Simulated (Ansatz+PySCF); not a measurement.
Values are calculated unless marked as measured or tabulated.
Input for Ansatz (development build ahead of 0.2.0):

```yaml
crystal:
  periodic: [false, false, false]
  atoms:
    - { symbol: C, position_ang: [0.0, 0.01725, -1.18615] }
    - { symbol: O, position_ang: [0.0, 0.72872, -0.02042] }
    - { symbol: C, position_ang: [0.0, 0.04433, 1.15936] }
    - { symbol: H, position_ang: [0.0, 0.78746, 1.99191] }
    - { symbol: H, position_ang: [0.0, -1.05929, -1.14114] }
    - { symbol: H, position_ang: [0.0, 0.62796, -2.072] }
    - { symbol: O, position_ang: [0.0, -1.14643, 1.26843] }
basis:
  gaussian: { orbitals: cc-pVTZ }
magnetization:
  initial_magnetization: 1
hamiltonian:
  xc: hf
correlation:
  method: mp2
  frozen_orbitals: { C: 1, H: 0, O: 1 }
output:
  forces: true
```

The input is written out in the form of the current development build from the run's settings. Correlation on restricted open-shell orbitals is semicanonical, with singles.

Output:

```yaml
Converged: yes
Reference_energy: -227.23703 hartree
Correlation_energy: -0.77009 hartree
Total_energy: -228.00712 hartree
Spin_squared_of_the_determinant: 0.750
Stability_test: minimum among restricted orbitals
Occupied_orbitals_by_symmetry_in_an_Abelian_subgroup_alpha;_beta: 13 A' 3 A''; 13 A' 2 A''
```

Forces (eV/Å):
```csv
atom,Fx,Fy,Fz
C1,0.000,-0.223,-0.064
O2,0.000,0.272,0.246
C3,0.000,0.753,0.163
H4,0.000,-0.514,-0.599
H5,0.000,0.163,-0.003
H6,0.000,-0.110,0.166
O7,0.000,-0.341,0.091
```
